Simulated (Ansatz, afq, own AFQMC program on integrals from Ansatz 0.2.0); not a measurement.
Two steps: Ansatz 0.2.0 writes the Fock matrix and Cholesky factors of the valence space, and afq projects on them the lowest state that overlaps trial and start.

```yaml
crystal:
  periodic: [false, false, false]
  atoms:
    - {symbol: Al, position_ang: [0.000000, 0.000000, 0.187600]}
    - {symbol: P, position_ang: [0.000000, 0.000000, -1.956600]}
    - {symbol: H, position_ang: [0.000000, 0.000000, 1.769000]}
basis:
  gaussian: {orbitals: 6-31G}
total_charge: 1
magnetization: {spin_polarized: false}
correlation: {method: ccsd_t, electrons: outside_noble_gas, hamiltonian_folder: ham}
```

```sh
$ ansatz run in.yaml --threads 1 --pin off --events-out ev --progress --plain --max-ram 24576MiB --backend cuda --devices 0, --max-vram 18GiB
```

afq runs on the folder ham with

```
--method phaseless --trial hf --walkers 4000 --populations 20 --least-time 40 --time-step 0.005 --steps-per-block 20 --equilibration-blocks 112 --max-blocks 4000 --target-error 0.0008500 --factor-cut 1e-05 --seed 6190 --taylor-order 6
```

Times are imaginary, in 1/Eh. The walk had a cap of 49 s. With eight or more populations the least sampling time is a fifth of least-time, and the error comes from their spread.

Output of the walk:

```
orbitals 18  electrons 4 4  factors 103 of 310
reference energy -582.80048825 Eh
CCSD correlation -0.08640858 Eh in 15 cycles, weight of the determinant in the CISD state 0.8620
energy of the start -582.800488 Eh
 block  time / (1/Eh)  mean weight  energy / Eh
     1     0.100  1.0002  -582.809685
     2     0.200  1.0004  -582.818207
     3     0.300  1.0002  -582.825198
     4     0.400  1.0003  -582.831506
     5     0.500  1.0004  -582.837106
     8     0.800  1.0001  -582.849804
    15     1.500  1.0002  -582.866982
    29     2.900  1.0000  -582.879803
    36     3.600  1.0001  -582.884013
    57     5.700  1.0001  -582.890286
    78     7.800  0.9999  -582.885013
    99     9.900  0.9999  -582.890100
   120    12.000  1.0002  -582.891840
   141    14.100  1.0000  -582.895623
   162    16.200  1.0000  -582.893125
   183    18.300  1.0000  -582.899618
   204    20.400  1.0001  -582.898244
   225    22.500  0.9999  -582.893222
   246    24.600  1.0001  -582.896496
   267    26.700  0.9998  -582.895398
   281    28.100  0.9999  -582.895439
error from the spread of 20 populations
energy -582.894902 +/- 0.000806 Eh
(rows thinned)
```

The run passed its tests (sampling time, drift between the halves within three errors, error under three times the target), which doesn't prove that it has relaxed.

Against this walk (error 21.9 meV) on the same determinant: CCSD(T) 134.3 meV higher, CCSDT(Q) 1.2 meV lower (within the noise), CCSDTQ 3.7 meV higher (within the noise), full CI 3.1 meV higher (within the noise). The error is statistical and leaves out the bias of the constraint. The determinant is a poor start (see the cautions), so the low cluster orders aren't to be relied on, and full CI is the sure value.

Cautions: constraint bias not in the error; another spin lies lower; restricted determinant unstable towards unrestricted (UHF 1.09 eV lower, ⟨S²⟩ 1.00); strong correlation (T1 0.023, weight of the determinant 0.86, largest double 0.24); the CCSDT(Q) amplitudes may be one of several solutions (largest double 0.87); the CCSDTQ amplitudes may be one of several solutions (largest double 0.94); the determinant fills πx and πy unequally, so it mixes two states of the linear molecule, and each level undoes that mixture to a different degree, while full CI gives the lower state; CCSDTQ on the UHF determinant differs (1.06 eV lower), perhaps since the unrestricted series falls towards higher spin.

The walk took 12 s on 1 × NVIDIA H100 80GB HBM3 with 2 threads of AMD EPYC 7R13 Processor (Zen 3) (shared host) (the card was shared). The log's last line is the phaseless energy.

CCSDT and higher add their correlation energy to the determinant of the CCSD(T) run, since their own runs factorise the integrals more tightly (a shift of under 2 meV).
